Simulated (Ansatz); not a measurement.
Working through the interaction energy of a dimer with the counterpoise correction of CH₃FO, SMILES OCF

Computed with the Ansatz DFT code, driven from Python.

Notebook, run cell by cell (the value of a cell's last expression is shown):

In [1]:
```python
import ansatz as az
```

In [2]:
```python
FIRST = [
    ("O", (-0.538, -0.8494, -0.4838)),
    ("C", (0.3046, 0.017, 0.2098)),
    ("F", (-0.229, 1.2731, 0.0936)),
    ("H", (-1.1857, -0.1674, -0.8163)),
    ("H", (1.3013, -0.0183, -0.2644)),
    ("H", (0.3469, -0.2548, 1.2612)),
]
SECOND = [
    ("O", (4.0693, 0.1679, 0.4064)),
    ("C", (3.1544, -0.2535, 1.3692)),
    ("F", (2.8501, -1.5591, 1.0882)),
    ("H", (4.1001, -0.6752, -0.1261)),
    ("H", (2.2502, 0.3747, 1.2838)),
    ("H", (3.594, -0.1971, 2.3615)),
]
```

In [3]:
```python
def energy(atoms, ghosts=()):
    molecule = az.Crystal.molecule()
    for symbol, xyz in atoms:
        molecule = molecule.atom(symbol, xyz)
    calc = (
        molecule.calculation()
        .basis(gaussian="def2-SVP")
        .functional("PBE")
        .scf(lower_state_search="light")
    )
    deck = calc.input()
    if ghosts:
        deck = deck.set(az.key.basis.gaussian.ghost_atoms, [{"symbol": s, "position_ang": list(xyz)} for s, xyz in ghosts])
    return az.Session.from_dict(deck).plan().execute().report["free_energy_ev"]
```

In [4]:
```python
both = energy(FIRST + SECOND)
alone = energy(FIRST) + energy(SECOND)
ghosted = energy(FIRST, SECOND) + energy(SECOND, FIRST)
print(f"dimer {both:.6f} eV")
print(f"interaction, uncorrected   {96.485332 * (both - alone):8.3f} kJ/mol")
print(f"interaction, counterpoise  {96.485332 * (both - ghosted):8.3f} kJ/mol")
print(f"basis-set superposition    {96.485332 * (alone - ghosted):8.3f} kJ/mol")
```
```text
dimer -11677.056157 eV
interaction, uncorrected      7.991 kJ/mol
interaction, counterpoise    18.531 kJ/mol
basis-set superposition      10.540 kJ/mol
```

Uncorrected it is 7.991 kJ/mol, with the counterpoise correction 18.531 kJ/mol; the difference, 10.54 kJ/mol, is the superposition error. In this basis both values are repulsive.

The settings weren't tested for convergence. The dimer is a generated trial pose of unrelaxed monomers, not a minimum, so the figure is no binding energy, and the basis set is small. This level lacks the dispersion part of the attraction (electrostatics and induction are there), which can decide the sign where the interaction is weak. The whole script took 8.4 s on 1 thread of Arm Neoverse V2, with other jobs on the host, peak memory 0.2 GiB.

(Lines on the test bed's own set-up are left out of the output.)
